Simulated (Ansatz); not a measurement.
Stepwise reaction of `[OH][AlH][OH]` with hydrogen sulfide, as a gas-phase model of exchange steps in deposition or etching. ΔE in kJ/mol; ΔG adds harmonic PBE0-D4 terms to CCSD(T)/CBS, at 1 bar.

Gas-phase electronic energies from Ansatz, PBE0-D4/def2-TZVP geometries. CCSD(T)/CBS is the MP2 limit (def2-TZVPP, def2-QZVPP) plus CCSD(T) − MP2 in def2-TZVPP, frozen cores. This one scheme is used for every species. DFT in def2-TZVPP. B3LYP here is the variant with VWN-RPA as its local correlation; programs differ in this. One conformer a species, not always the lowest.

```tsv
step	reaction	PBE-D4	B3LYP-D4	ωB97M-V	CCSD(T)/CBS	ΔG(600 K)
1	`[OH][AlH][OH]` + H₂S → `[OH][AlH][SH]` + H₂O	17.0	27.7	25.8	21.9	25.9
```

**Question.** Give the row of step 2, `[OH][AlH][SH]` + H₂S → `[SH][AlH][SH]` + H₂O. (Estimate.)

**Answer.** The calculation gave: 
| step | reaction | PBE-D4 | B3LYP-D4 | ωB97M-V | CCSD(T)/CBS | ΔG(600 K) |
| --- | --- | --- | --- | --- | --- | --- |
| 2 | `[OH][AlH][SH]` + H₂S → `[SH][AlH][SH]` + H₂O | 13.5 | 24.7 | 22.9 | 18.5 | 29.6 |

**Question.** By hand: ΔE of the 2 steps together at CCSD(T)/CBS.

**Answer.** (21.9) + (18.5) = 40.4 kJ/mol, or 20.2 kJ/mol a step.

In ΔE the steps differ by no more than 3.4 kJ/mol. All are uphill at CCSD(T)/CBS. ΔG lies between 25.9 and 29.6 kJ/mol a step. PBE-D4 differs from CCSD(T)/CBS by -5.0 to -4.9 kJ/mol a step. Isolated molecules leave out the surface, adducts and barriers. Largest T1 diagnostic: 0.012.
